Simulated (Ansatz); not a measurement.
# HLi (charge -1): ladder of methods at one geometry in Python

An exercise on one series of results from a longer session: the logs are not shown, and one member is left open.

All numbers are computed with Ansatz 0.2.0, driven from Python. The levels of theory stand in the script.

## The system

Bond lengths: Li1–H2 1.705 Å.

No structure file is read: the coordinates are typed or built in the script.

Set-up of the first run:

methods_hli.py

```python
"""HLi(-) at several levels of theory."""

import logging
import sys

import ansatz as az

logging.basicConfig(stream=sys.stdout, format="%(levelname)s %(message)s")
logger = logging.getLogger("run")
logger.setLevel(logging.INFO)

geometry_ang = [
    ("Li", [0.0, 0.0, 0.0]),
    ("H", [0.0, 0.0, 1.705]),
]
mol = az.Crystal.molecule()
for symbol, xyz in geometry_ang:
    mol = mol.atom(symbol, xyz)

setup = mol.calculation()
setup = setup.basis(gaussian="def2-SVP")
setup = setup.charge(-1).spin("collinear", total=1)

methods = ["mp2", "ccsd", "ccsd_t", "ccsdt"]
reports = [setup.correlation(m).run(threads=1, backend="cpu").report for m in methods]
logger.info(f"Hartree-Fock reference {reports[0]['reference_energy_ev'] / 27.211386246:.6f} Ha")
best = reports[-1]["free_energy_ev"] - reports[-1]["reference_energy_ev"]
for method, each in zip(methods, reports):
    gained = each["free_energy_ev"] - each["reference_energy_ev"]
    logger.info(f"{method:8s} total {each['free_energy_ev'] / 27.211386246:.6f} Ha  correlation {gained:9.4f} eV  ({100 * gained / best:.1f} % of the last)")
```

Command:

```bash
$ python methods_hli.py
```

One of the session's tables, all rows but one given; the rest of the session is left out.

Correlation energies (total less mean field):

```
method  correlation (eV)
   mp2            -0.611
  ccsd            -0.817
ccsd_t            -0.822
 ccsdt                 ?
```

**Question.** Estimate the row for ccsdt.

As computed: correlation (eV): -0.825. In the column «correlation (eV)» it is the lowest.
